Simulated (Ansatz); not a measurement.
`C=[SiH2]`. Total charge 0; spin multiplicity 1.

```csv
atom,x (Å),y (Å),z (Å)
C1,-0.4934,0.0326,-0.7794
Si2,0.4146,-0.0274,0.6550
H3,-0.2947,0.7601,-1.5577
H4,-1.3087,-0.6542,-0.9750
H5,1.5275,0.9047,0.9341
H6,0.1546,-1.0157,1.7230
```

Q: What are the harmonic wavenumbers in cm⁻¹ at PBE0-D4/def2-TZVP (Ansatz, finite differences of forces, unscaled)? (An estimate is asked.)

A: The calculation gave: 472, 479, 732, 776, 824, 935, 1007, 1387, 2265, 2286, 3168, 3260.

Q: Is this a minimum?

A: Yes, all 12 modes are real.

Q: Give the ideal-gas thermochemistry at 298.15 K and 1 bar (rigid rotor, harmonic oscillator; point group C2v, symmetry number 2).

A: Zero-point energy 105.2 kJ/mol; H(298) − E = 117.3 kJ/mol; entropy 245.2 J/(mol·K), of which translation 156.1, rotation 79.2, vibration 9.9; G(298) − E = 44.2 kJ/mol.
